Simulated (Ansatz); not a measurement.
## Worked example: correlation energy of HGe–CH3, triplet

Geometry: a PBE0/def2-TZVP stationary point for this spin, not checked as a minimum.

```xyz
6

Ge    0.0000   -0.0339    0.3367
C     0.0000    0.0760   -1.6330
H     0.0000    1.2646    1.1794
H     0.0000   -0.9316   -2.0470
H     0.8946    0.6023   -1.9682
H    -0.8946    0.6023   -1.9682
```

Basis cc-pVDZ; Ansatz 0.2.0. Correlated methods freeze the noble-gas cores and the filled d shells of p-block atoms, which leaves 12 electrons in 46 orbitals. R marks a restricted (for open shells ROHF) determinant, U an unrestricted one. No spin–orbit coupling is included, and no scalar relativity.

Full CI isn't at hand for all of this; UCCSDT(Q) serves as the reference, and is uncertain by about the last step of the cluster series.

Runs differ by some tens of microhartree through their thresholds and, for an open shell, their frozen cores, so steps under 0.03 kcal/mol mean nothing.

```tsv
level	total energy (hartree)
UHF	-2115.470355
UMP2	-2115.683044
UCCSD	-2115.716044
UCCSD(T)	-2115.722557
UCCSDT	-2115.723400
UCCSDT(Q)	-2115.723739
```

Question: What is the correlation energy at UCCSDT(Q), and what share of it do UMP2 and UCCSD recover?

Answer: E(corr) = -2115.723739 − (-2115.470355) = -0.253384 hartree = -6.895 eV. UMP2: -0.212689 / -0.253384 = 83.94 %. UCCSD: -0.245689 / -0.253384 = 96.96 %.

Question: By how many kcal/mol does UCCSD(T) miss UCCSDT(Q) (1 hartree = 627.509 kcal/mol), and which steps make up the rest?

Answer: -2115.722557 − (-2115.723739) = 0.001182 hartree = 0.74 kcal/mol. Steps: UCCSDT − UCCSD(T) = -0.53, UCCSDT(Q) − UCCSDT = -0.21 kcal/mol. That is within 1 kcal/mol of the reference in this basis, which itself misses far more of the correlation at the basis-set limit.
